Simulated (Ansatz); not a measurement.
Molecule: disodium, Na2 (charge 0, singlet). 
Structure (B3LYP-D3(BJ)/def2-TZVP (Ansatz, a quantum-chemistry and plane-wave program) minimum search):
SMILES: [Na][Na]
```xyz
2

Na     0.0000     0.0000    -1.5272
Na     0.0000     0.0000     1.5272
```

Basis-set convergence of Hartree-Fock and CCSD(T) correlation energies (hartree) with Ansatz. Valence correlation only, unless marked. Spin-orbit coupling is left out. Non-relativistic.

The Hartree-Fock reference is unstable (checked in the largest basis), which strains HF and MP2. 

| basis | functions | E(HF) | E(corr, CCSD(T)) |
|---|---|---|---|
| def2-SVPD | 36 | -323.58457 | -0.02554 |
| def2-TZVPPD | 70 | -323.70271 | -0.02654 |
| def2-QZVPPD | 116 | -323.71652 | -0.02726 |

Extrapolating the two largest sets (X = 3 and 4) as X^-3: E(corr) = (64·(-0.02726) - 27·(-0.02654))/37 = -0.0278 Eh, an estimate of the basis-set limit. The largest set recovers 98.1 % of it, the smallest 91.9 %.
